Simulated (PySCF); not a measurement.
# First hyperpolarisability of `O=c1cc1F`, C$_{3}$HFO

Theory: quadratic response CAM-B3LYP/aug-cc-pVTZ first hyperpolarisability, Taylor convention, gas phase (PySCF). Geometry: PBE0-D3(BJ)/def2-TZVP.

Input:
```
{"job": {"kind": "beta", "xc": "CAM-B3LYP", "basis": "aug-cc-pVTZ"}, "charge": 0, "multiplicity": 1}
O     -1.432774    -1.293863     0.745599
C     -0.602327    -0.558590     0.312580
C     -0.095924     0.783062     0.090463
C      0.616223    -0.247109    -0.353206
F      1.717561    -0.536932    -0.983545
H     -0.197813     1.855076     0.192762
```
Coordinates are in Å.

Command: `OMP_NUM_THREADS=1 python excited_run.py task.json out`

(1) Show the output.

Results:

(1) DR is the depolarisation ratio; parallel is 3/5 of the vector part along the dipole.
```
coarse grid: 6056 points
cycle   1  E = -289.7175464707  dE =  1.279e+00  |g| = 9.322e-01  |ddm| = 5.444e+00
cycle   2  E = -289.3514648943  dE =  3.661e-01  |g| = 1.721e+00  |ddm| = 2.651e+00
cycle   3  E = -289.8839023957  dE = -5.324e-01  |g| = 1.005e-01  |ddm| = 1.724e+00
cycle   4  E = -289.8849652987  dE = -1.063e-03  |g| = 7.150e-02  |ddm| = 1.813e-01
cycle   5  E = -289.8857070385  dE = -7.417e-04  |g| = 1.235e-02  |ddm| = 8.262e-02
cycle   6  E = -289.8857397918  dE = -3.275e-05  |g| = 3.270e-03  |ddm| = 2.059e-02
cycle   7  E = -289.8857432844  dE = -3.493e-06  |g| = 1.658e-03  |ddm| = 8.576e-03
final grid: 61808 points
cycle   8  E = -289.8803956094  dE = -2.604e-05  |g| = 4.956e-03  |ddm| = 1.127e-01
cycle   9  E = -289.8803917426  dE =  3.867e-06  |g| = 6.998e-03  |ddm| = 1.513e-02
cycle  10  E = -289.8803996341  dE = -7.891e-06  |g| = 5.058e-04  |ddm| = 7.589e-03
cycle  11  E = -289.8803996676  dE = -3.347e-08  |g| = 2.991e-04  |ddm| = 8.886e-04
cycle  12  E = -289.8803996829  dE = -1.537e-08  |g| = 8.204e-05  |ddm| = 4.461e-04
cycle  13  E = -289.8803996845  dE = -1.588e-09  |g| = 1.895e-05  |ddm| = 1.304e-04
cycle  14  E = -289.8803996847  dE = -1.559e-10  |g| = 9.642e-06  |ddm| = 5.429e-05
converged SCF energy = -289.8803996847

Lowest singlets (eV, f): 5.1489 0.0005  6.2151 0.0010  6.3907 0.0111

First hyperpolarisability (au)
process     nm      |vector|   parallel      HRS      DR
static         -      147.34     -76.21      57.18   6.442
shg       1907.0      153.06     -79.71      59.39   6.428
eope      1907.0      149.21     -77.35          -       -
shg       1064.0      167.23     -88.43      64.86   6.395
eope      1064.0      153.48     -79.97          -       -
```

It took 21 s wall time on 1 thread of an Arm Neoverse V1, shared host, peak memory 0.79 GiB.
